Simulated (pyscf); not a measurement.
Thermochemistry of product channels of `[SiH3][SiH3]` + `[FH]` on the singlet surface, in kcal/mol, from ωB97M-D3(BJ)/def2-TZVP energies (ideal gas, 1 atm, RRHO with modes under 100 cm⁻¹ raised to 100, one conformer, R ln 2 for rigid chiral ones). Optimised with ωB97X-D3(BJ)/def2-SVP in PySCF.

```
products                         ΔE  ΔH(298 K)  ΔG(298 K)  ΔG(600 K)
----------------------------  -----  ---------  ---------  ---------
`[F][SiH3]` + `[SiH4]`        -32.1      -32.6      -32.3      -31.5
`[F][SiH2][SiH3]` + `[H][H]`  -24.1      -26.1      -25.7      -25.5
```

These are energies of the channels, which say nothing of barriers.
